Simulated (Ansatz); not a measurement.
A made-up structure of CH₃S, doublet:

C1  (1.426, -0.348, -0.753)
S2  (-0.118, 0.047, 0.043)
H3  (-0.258, -0.837, 1.067)
H4  (-1.177, -0.117, -0.794)
H5  (-0.108, 1.299, 0.574)
(Å)

It is relaxed with PBE-D4/def2-SVP and then PBE0-D4/def2-TZVP (Ansatz 0.2.0). Atoms count as bonded within 1.22 times the sum of their covalent radii (H–H: 0.88 Å). The end point is not checked to be a true minimum.

**Question.** Does its bonding change? (Judge from chemistry; the calculation decides.)

**Answer.** Computed: No: no bond forms or breaks.

Where it ends: The first stage lowers the energy by 1.58 eV in 5 steps. It ends as CH₃S ([C][SH3]):
C1  (1.484, -0.424, -0.720)
S2  (0.074, 0.021, -0.080)
H3  (-0.272, -0.758, 0.997)
H4  (-1.236, -0.027, -0.638)
H5  (-0.285, 1.233, 0.579)
(Å)

Labels in which every atom is bracketed show which atoms are joined, not bond orders.

For scale, one of the runs: PBE0-D4/def2-TZVP relaxation, 86 basis functions, launched by `ansatz run in.yaml --threads 2 --pin off --events-out ev --progress --plain --max-ram 4352MiB`. The run took about 15 s on 2 CPU threads of an Arm Neoverse V2 (shared host).
